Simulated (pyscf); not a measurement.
Elementary routes open to HC≡C–OH (SMILES C#CO) + H₂ (SMILES [H][H]) in the gas phase (singlet surface):
A. HC≡CH (SMILES C#C) + H₂O (SMILES O) (C–O, H–H broken; C–H, H–O formed)
B. H₃C–C:–OH (SMILES C[C]O) [singlet] (H–H broken; C–H, C–H formed)
C. H₂C=C=O (SMILES C=C=O) + H₂ (SMILES [H][H]) (H–O, H–H broken; C–H, H–H formed)

Optimised with ωB97X-D3(BJ)/def2-SVP in PySCF.

Question: Rank the routes by free-energy barrier at 298 K, lowest first, for ωB97M-D3(BJ)/def2-TZVP energies (ideal gas, 1 atm, RRHO with modes under 100 cm⁻¹ raised to 100, one conformer, R ln 2 for chiral ones without a mode under 150 cm⁻¹).

Answer: C (162.4 kJ/mol), B (233.1 kJ/mol), A (348.3 kJ/mol)

Route C is the fastest of these, ahead of the next by 70.7 kJ/mol. The most stable products are those of C (ΔG = -154.2 kJ/mol), so kinetics and thermodynamics agree. At 1200 K C is still the fastest. B: On the product side the descent ends in a point that may be a rotor saddle (no frequency run), 16.0 kJ/mol over the lowest minimum found and 286.9 kJ/mol under the saddle at ωB97X-D3(BJ)/def2-TZVP. Only these routes are compared; each barrier is that of the saddle found, and lower ones may exist.
